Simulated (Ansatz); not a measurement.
`CSCO` + H–F → `CSCF` + H₂O  (substitution at a C–O bond)

Computed with Ansatz on PBE0-D4/def2-TZVP structures; ΔE is electronic, products minus reactants. CCSD(T)/CBS adds triple-zeta CCSD(T) − MP2 to the extrapolated MP2 energy (def2 sets, frozen cores). This one scheme is used for every species. DFT in def2-TZVPP. B3LYP here is the variant with VWN-RPA as its local correlation; programs differ in this. One conformer a species, not always the lowest.

```json
{"species": "`CSCO`", "B3LYP energy (Eh)": "-553.33119"}
{"species": "H–F", "B3LYP energy (Eh)": "-100.49272"}
{"species": "`CSCF`", "B3LYP energy (Eh)": "-577.35845"}
{"species": "H₂O", "B3LYP energy (Eh)": "-76.46667"}
```

Question: Work out ΔE.

Answer: ΔE = (-577.35845) + (-76.46667) − (-553.33119) − (-100.49272) = -0.00121 Eh = -3.2 kJ/mol. CCSD(T)/CBS gives +5.5 kJ/mol.

Largest T1 diagnostic among the species: 0.011.

In def2-TZVPP, CCSD(T) changes the Hartree–Fock value by +9.9 kJ/mol (the triples alone add +1.3 kJ/mol) and MP2 by +13.9 kJ/mol. From BLYP to BHLYP (50 % exact exchange), in def2-TZVPP and without D4, ΔE moves by +3.5 kJ/mol. At CCSD(T), def2-SVP lies +3.4 kJ/mol from the extrapolated value and def2-TZVPP +0.2 kJ/mol.
